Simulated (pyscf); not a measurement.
Thermochemistry of product channels of HB=O (SMILES B=O) + SiH₄ (SMILES [SiH4]) on the singlet surface, in eV, from ωB97M-D3(BJ)/def2-TZVP energies (ideal gas, 1 atm, RRHO with modes under 100 cm⁻¹ raised to 100, one conformer, R ln 2 for rigid chiral ones). PySCF, gas phase, ωB97X-D3(BJ)/def2-SVP geometries.

```json
[
 {"products": "B–O–SiH₃ (SMILES [B]O[SiH3]) [singlet] + H₂ (SMILES [H][H])", "ΔE": "…", "ΔH(298 K)": "+0.94", "ΔG(600 K)": "+0.92", "ΔG(1200 K)": "+0.83"},
 {"products": "HO–BH–SiH₃ (SMILES OB[SiH3])", "ΔE": "-0.16", "ΔH(298 K)": "-0.02", "ΔG(600 K)": "+0.69", "ΔG(1200 K)": "+1.35"},
 {"products": "H₂B–O–SiH₃ (SMILES BO[SiH3])", "ΔE": "…", "ΔH(298 K)": "-1.15", "ΔG(600 K)": "-0.43", "ΔG(1200 K)": "…"}
]
```

Problem. What belongs in the gaps?

Solution. 
- B–O–SiH₃ (SMILES [B]O[SiH3]) [singlet] + H₂ (SMILES [H][H]), ΔE: +1.02
- H₂B–O–SiH₃ (SMILES BO[SiH3]), ΔE: -1.26
- H₂B–O–SiH₃ (SMILES BO[SiH3]), ΔG(1200 K): +0.26

The channel to H₂B–O–SiH₃ turns unfavourable between 298 and 1200 K (ΔG from -0.79 eV to +0.26 eV).

These are energies of the channels, which say nothing of barriers.
